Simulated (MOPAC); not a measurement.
MOPAC input (PM7):

```
PM7 FORCE THERMO(298,298) PRECISE LET CHARGE=1 GEO-OK AUX(PRECISION=9) THREADS=1
HBe

Be    0.00000000 1    0.00000000 1   -0.25481751 1
H    -0.00000000 1    0.00000000 1    1.04810491 1
```

### Question
Which zero-point energy does it print?

### Answer
4.00 kcal/mol, from the harmonic wavenumbers of PM7.
